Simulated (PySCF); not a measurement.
**CN, sextet in cc-pVDZ: errors against RCCSDT**

Geometry: that of the CN, quartet, kept fixed. The doublet lies 7.9 eV lower here.

```xyz
2

N     0.0000    0.0000    0.0000
C     0.0000    0.0000    1.3395
```

Basis cc-pVDZ; PySCF 2.14.0. Correlated methods freeze the noble-gas cores, which leaves 9 electrons in 26 orbitals. Prefix R: restricted or restricted open-shell reference; prefix U: unrestricted.

Full CI isn't at hand for all of this; RCCSDT serves as the reference. It lacks quadruple excitations, which often exceed the step from CCSD(T) to CCSDT. The frozen core follows each run's orbitals, which can shift R against U totals by a few meV.

- UHF ⟨S²⟩: 8.761
- T1 diagnostic (ROHF- or RHF-based CCSD): 0.0277
- largest doubles amplitude (ROHF- or RHF-based CCSD): 0.030
- T1 diagnostic (UCCSD): 0.0267

```json
{"level": "RHF", "E − E(RCCSDT) (meV)": "4660", "share of correlation (%)": "0.00", "wall time": "–"}
{"level": "UHF", "E − E(RCCSDT) (meV)": "4480", "share of correlation (%)": "3.87", "wall time": "–"}
{"level": "RMP2", "E − E(RCCSDT) (meV)": "841", "share of correlation (%)": "81.95", "wall time": "–"}
{"level": "UMP2", "E − E(RCCSDT) (meV)": "851", "share of correlation (%)": "81.73", "wall time": "–"}
{"level": "RCCSD", "E − E(RCCSDT) (meV)": "97", "share of correlation (%)": "97.92", "wall time": "–"}
{"level": "UCCSD", "E − E(RCCSDT) (meV)": "93", "share of correlation (%)": "98.01", "wall time": "–"}
{"level": "RCCSD(T)", "E − E(RCCSDT) (meV)": "16", "share of correlation (%)": "99.65", "wall time": "0.49 s"}
{"level": "UCCSD(T)", "E − E(RCCSDT) (meV)": "12", "share of correlation (%)": "99.73", "wall time": "0.4 s"}
{"level": "UCCSDT", "E − E(RCCSDT) (meV)": "-4", "share of correlation (%)": "100.08", "wall time": "24 s"}
```

The correlation energy at RCCSDT, counted from RHF, is -4.660 eV. That run took 24 s on 1 thread of Arm Neoverse V2, shared host.

Times are those of the correlated step on a shared host, with one SCF added for the restricted CCSD run; they ran on 1 thread of Arm Neoverse V2.
